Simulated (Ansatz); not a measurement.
Ansatz (a quantum-chemistry and plane-wave program) input (CCSD(T)/aug-cc-pVDZ):

Ansatz 0.2 input:
```yaml
crystal:
  periodic: [false, false, false]
  atoms:
    - {symbol: C, position_ang: [-0.01250278, -0.16829834, 1.14391076]}
    - {symbol: N, position_ang: [0.06210633, 0.65089648, 0.00291556]}
    - {symbol: C, position_ang: [-0.01858037, -0.15746407, -1.14536995]}
    - {symbol: H, position_ang: [0.80260144, -0.95701479, 1.22954715]}
    - {symbol: H, position_ang: [0.04682900, 0.42338074, 2.07234418]}
    - {symbol: H, position_ang: [-0.96149308, -0.78871542, 1.23502697]}
    - {symbol: H, position_ang: [0.79603786, -0.94531417, -1.24279419]}
    - {symbol: H, position_ang: [0.03583597, 0.44297756, -2.06846351]}
    - {symbol: H, position_ang: [-0.96805666, -0.77701480, -1.23731438]}
basis:
  gaussian:
    orbitals: aug-cc-pVDZ
total_charge: -1
magnetization: {spin_polarized: false}
correlation: {method: ccsd_t, electrons: outside_noble_gas}
output: {forces: true}
```

Output:

```
Functional definition: HF
integrals: 0.24 GiB planned
1208 factors; integrals over basis functions are off by at most 6.1e-4 eV
mean field: 0.41 GiB planned
mean field evaluation 1: about -3633.6183 eV, gradient 2.3e1 eV
mean field evaluation 2: about -3633.6194 eV, gradient 2.3e1 eV
mean field evaluation 4: about -3635.3366 eV, gradient 4.8e0 eV
mean field evaluation 8: about -3635.4031 eV, gradient 5.4e-4 eV
mean field evaluation 16: about -3635.4017 eV, gradient 1.5e-1 eV
mean field evaluation 32: about -3635.4069 eV, gradient 5.5e-3 eV
mean field -3635.40307812 eV, -133.5985989563 hartree, gradient 2.0e-6 eV, S^2 0.000000; 3 other end points of the search recorded, 0 dependent functions left out
determinant -3635.40307812 eV, -133.5985989563 hartree, with singles and doubles -3650.31029007 eV, -134.1464288908 hartree
determinant -3629.22711527 eV, -133.3716365076 hartree, with no singles and doubles
determinant -3635.40307812 eV, -133.5985989563 hartree, with singles and doubles -3650.28074631 eV, -134.1453431777 hartree
3 core orbitals not correlated
reference -3635.40307812 eV, -133.5985989563 hartree; 10, 10 occupied and 110, 110 virtual orbitals, 1208 factors
densities: 1.34 GiB planned
second order -13.95102689 eV of doubles, -0.00000000 eV of singles
coupled cluster: 0.74 GiB planned
cycle   1  -14.87680223 eV  change    8.7e-4 eV  update   5.7e-3
cycle   2  -14.87703206 eV  change   -2.3e-4 eV  update   2.7e-3
cycle   3  -14.87478530 eV  change    2.2e-3 eV  update   3.6e-3
cycle   4  -14.87574637 eV  change   -9.6e-4 eV  update   9.7e-4
cycle   5  -14.87762200 eV  change   -1.9e-3 eV  update   4.1e-4
cycle   6  -14.87777694 eV  change   -1.5e-4 eV  update   2.3e-4
cycle   7  -14.87736193 eV  change    4.2e-4 eV  update   1.2e-4
cycle   8  -14.87722502 eV  change    1.4e-4 eV  update   5.7e-5
cycle   9  -14.87723325 eV  change   -8.2e-6 eV  update   1.7e-5
cycle  10  -14.87722245 eV  change    1.1e-5 eV  update   9.1e-6
cycle  11  -14.87723574 eV  change   -1.3e-5 eV  update   4.9e-6
cycle  12  -14.87723999 eV  change   -4.3e-6 eV  update   2.2e-6
perturbative correction -0.56081804 eV, -0.0206096830 hartree
the calculation of the forces begins
Total energy: -3650.84113615 eV, -134.1659371246 hartree
Atom 0 at    -0.012503    -0.168298     1.143911 Å, force    -0.037155    -0.406291     0.517024 eV/Å
Atom 1 at     0.062106     0.650896     0.002916 Å, force     0.094457     0.989939     0.004434 eV/Å
Atom 2 at    -0.018580    -0.157464    -1.145370 Å, force    -0.039910    -0.401380    -0.520642 eV/Å
Atom 3 at     0.802601    -0.957015     1.229547 Å, force     0.232808    -0.172034    -0.055497 eV/Å
Atom 4 at     0.046829     0.423381     2.072344 Å, force     0.020513     0.204811     0.313468 eV/Å
Atom 5 at    -0.961493    -0.788715     1.235027 Å, force    -0.261474    -0.124879    -0.053961 eV/Å
Atom 6 at     0.796038    -0.945314    -1.242794 Å, force     0.233095    -0.172546     0.052629 eV/Å
Atom 7 at     0.035836     0.442978    -2.068464 Å, force     0.018854     0.207770    -0.311620 eV/Å
Atom 8 at    -0.968057    -0.777015    -1.237314 Å, force    -0.261187    -0.125390     0.054164 eV/Å
Dipole moment:    -0.022491    -0.235719    -0.001056 e Å
```

It need not be the lowest isomer of its formula. Whether it binds its extra electron was not tested at this geometry.
